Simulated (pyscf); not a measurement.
Single points on ωB97X-D3(BJ)/def2-SVP structures (PySCF, gas phase).

Problem. PBE/def2-TZVP puts the barrier of H₃Si–O–AsH₂ (SMILES [SiH3]O[AsH2]) + AsH₃ (SMILES [AsH3]) → H₃Si–O–AsH–AsH₂ (SMILES [SiH3]O[AsH][AsH2]) + H₂ (SMILES [H][H]) (four-centre exchange; singlet surface; As–H, As–H broken, As–As, H–H formed) at 48.7 kcal/mol and the reaction energy at -4.1 kcal/mol, from the separated reactants. What do r²SCAN/def2-TZVP, B3LYP-D3(BJ)/def2-TZVP, ωB97M-D3(BJ)/def2-TZVP give on the same structures?

Solution. r²SCAN: ΔE‡ = 53.2 kcal/mol, ΔE = -4.3 kcal/mol; B3LYP-D3(BJ): ΔE‡ = 54.3 kcal/mol, ΔE = -4.7 kcal/mol; ωB97M-D3(BJ): ΔE‡ = 62.6 kcal/mol, ΔE = -1.4 kcal/mol. PBE's barrier lies under all of them, by 4.5 to 13.9 kcal/mol. Its reaction energy lies among theirs. Low barriers are usual for a GGA, whose delocalisation error favours stretched bonds. From the product side, H₃Si–O–AsH• + AsH₂• + H₂ lies, by one bond made or cut, 18.0 kcal/mol under this saddle at ωB97M-D3(BJ)/def2-TZVP. H₃Si–O–AsH₂ lies 10.7 kcal/mol over its isomer HO–SiH₂–AsH₂ (electronic energy, ωB97M-D3(BJ)/def2-TZVP). This is the saddle that the search found; another between the same sides may lie lower. Elements up to Kr have no core potential and no relativistic terms here.
